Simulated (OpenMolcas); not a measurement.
**How basis sets differ on C2H6B (SMILES B[CH]C)**

C2H6B: 9 atoms, total charge 0, spin state doublet. SMILES: `B[CH]C`. The shape is that of a GFN2-xTB optimisation.

```xyz
9

B    -0.7861    0.7376   -1.0439
C     0.2121    0.4954    0.0621
C     0.4608   -0.7998    0.7287
H    -1.3141   -0.1708   -1.5668
H    -1.0341    1.8322   -1.3813
H     0.8318    1.2989    0.4483
H    -0.1682   -1.5897    0.3267
H     1.5110   -1.0870    0.6204
H     0.2867   -0.7168    1.8058
```

Each level gives the dipole moment (D). The values are calculated.

```tsv
level	kind	program	value (D)	CPU time
UHF/STO-3G	Hartree–Fock	OpenMolcas	0.93	1.3 s
UHF/3-21G	Hartree–Fock	OpenMolcas	1.35	1.4 s
UHF/def2-SVP	Hartree–Fock	OpenMolcas	1.34	3.8 s
UHF/6-31++G** (spherical functions)	Hartree–Fock	OpenMolcas	1.30	6.6 s
```

The values span 0.93 to 1.35 D. Magnitudes only: a small dipole may point the other way at some levels. Sets without polarisation functions give poor dipoles. CPU times are rough (shared hosts, several kinds of processor): they show what a rung costs within a factor of a few.
